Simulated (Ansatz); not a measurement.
# How far each method lies from full CI for HCB, triplet

Geometry: displaced at random from a stationary point.

```xyz
3

B     0.0844    0.0052    1.2542
C    -0.0805    0.0136   -0.0876
H    -0.0039   -0.0188   -1.1666
```

Basis 6-31G; Ansatz 0.2.0. Only valence electrons are correlated (noble-gas cores frozen), which leaves 8 electrons in 18 orbitals. Prefix R: restricted or restricted open-shell reference; prefix U: unrestricted. Active spaces: valence = (8e, 9o) chosen from the atoms' valence shells.

Full CI is exact within this basis and frozen core; it isn't the basis-set limit. The frozen core follows each run's orbitals, which can shift R against U totals by a few meV.

For open shells CISD is restricted-active-space CI with the open shells as a complete middle space.

The UHF ⟨S²⟩ is 2.091, the T1 diagnostic (RCCSD) is 0.0255 and the largest doubles amplitude (RCCSD) is 0.120. The T1 diagnostic (UCCSD) is 0.0367.

| level | E − E(full CI) (kJ/mol) | share of correlation (%) | wall time |
| --- | --- | --- | --- |
| RHF | 351.4 | 0.00 | – |
| UHF | 341.5 | 2.82 | – |
| RMP2 | 69.0 | 80.37 | – |
| UMP2 | 74.7 | 78.74 | – |
| CISD | 29.5 | 91.59 | 0.51 s |
| RCCSD | 14.2 | 95.96 | – |
| UCCSD | 14.2 | 95.97 | – |
| RCCSD(T) | 3.5 | 99.01 | 0.81 s |
| UCCSD(T) | 3.8 | 98.91 | 0.84 s |
| BCCD(T) | 3.8 | 98.91 | 0.9 s |
| RCCSDT | 1.0 | 99.72 | – |
| UCCSDT | 1.0 | 99.72 | – |
| RCCSDT(Q) | 0.1 | 99.97 | 3.2 s |
| UCCSDT(Q) | 0.0 | 99.99 | 3 s |
| RCCSDTQ | 0.1 | 99.97 | 27 s |
| UCCSDTQ | 0.1 | 99.98 | 29 s |
| CASSCF (valence space) | 89.3 | 74.59 | – |
| NEVPT2 (valence space) | 25.5 | 92.73 | 2.4 s |
| MRCISD (valence space) | 2.7 | 99.23 | – |
| MRCISD+Q (valence space) | 1.1 | 99.69 | 3.6 s |

The correlation energy at full CI, counted from RHF, is -3.642 eV. That run took 30 s on 1 thread of Arm Neoverse V1, shared host over 4,681,152 determinants.

Times hold each run's SCF and search for its determinant on a shared host, so for small cases they say little of a method's own cost; they ran on 1 thread of Arm Neoverse V1.

The full-CI state has the irrep A'' of Cs, in the program's axes.

Natural occupations of full CI about the gap: 1.973 1.966 1.901 0.996 0.977 0.088 0.030 0.026 0.015 0.008; effectively unpaired electrons, Σ n²(2−n)², 2.08.
